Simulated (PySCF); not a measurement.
P2, SMILES P#P. Coordinates come from a B3LYP-D3(BJ)/def2-TZVPD optimisation.

TDDFT-M06-2X/def2-TZVPD (PySCF 2.14.0) puts the lowest singlet excitations at 3.08, 3.90, 3.90, 4.06, 4.06, 6.23 eV and the lowest triplet (TDA) at 2.79 eV.

Problem. What are the lowest singlet roots from EOM-CCSD/aug-cc-pVDZ (PySCF)? (Estimate from the structure and the level; the computed values follow.)

Solution. 4.19, 4.42, 4.42, 4.66, 4.66, 6.88 eV; triplets 2.67, 3.48, 3.48 eV. S1 differs by 1.11 eV (second minus first; roots are paired by order, and the bases may differ).
